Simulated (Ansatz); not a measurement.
For chalcopyrite CuGaSe2, PBEsol (Ansatz, a program for electronic structure, PAW) gives:

```
Item                                    Value
-----------------------------  --------------
lattice parameter a                   5.570 Å
lattice parameter c                  11.074 Å
bulk modulus B0                      70.8 GPa
cohesive energy                  3.75 eV/atom
band gap at the measured cell         0.16 eV
enthalpy of formation          -0.456 eV/atom
```

Task: What does r²SCAN (PAW; Ansatz) give for the same quantities?

Result: 
- lattice constant a: 5.609 Å (grows by 0.7 %)
- lattice parameter c: 11.095 Å (goes up by 0.2 %)
- bulk modulus: 69.7 GPa (decreases by 1.6 %)
- cohesive energy: 3.52 eV/atom (decreases by 0.23 eV/atom)
- band gap at the measured cell: 0.63 eV (goes up by 0.47 eV)
- formation enthalpy: -0.575 eV/atom (moves by -0.119 eV/atom)

For comparison: lattice constant a 5.619 Å (measured, 293 K, not corrected to a static lattice, sources range from 5.596 to 5.619; as tabulated in Souilah et al., J. Solid State Chem. 183, 2274 (2010), by the Crystallography …); lattice parameter c 11.026 Å (measured, 293 K, no zero-point or thermal correction; as tabulated in Souilah et al., J. Solid State Chem. 183, 2274 (2010), by the Crystallography …); band gap 1.67 eV (measured, temperature not stated, no zero-point or thermal correction, direct or pseudo-direct at Γ; as tabulated in Ghosh et al. (2024), arXiv:2401.16805).

Changes are worked out from the printed values.

Unless a cell is named, each level is at its own relaxed cell (PBEsol 21.47, r²SCAN 21.81 Å³/atom).

Levels without +SOC have no spin–orbit coupling; where heavier elements are present it shifts gaps, mostly down, and can invert bands. Density-functional gaps are differences of (generalised) Kohn–Sham levels.

Ansatz's density-functional and Hartree–Fock values are scalar-relativistic unless marked +SOC, with PAW data made under PBE.
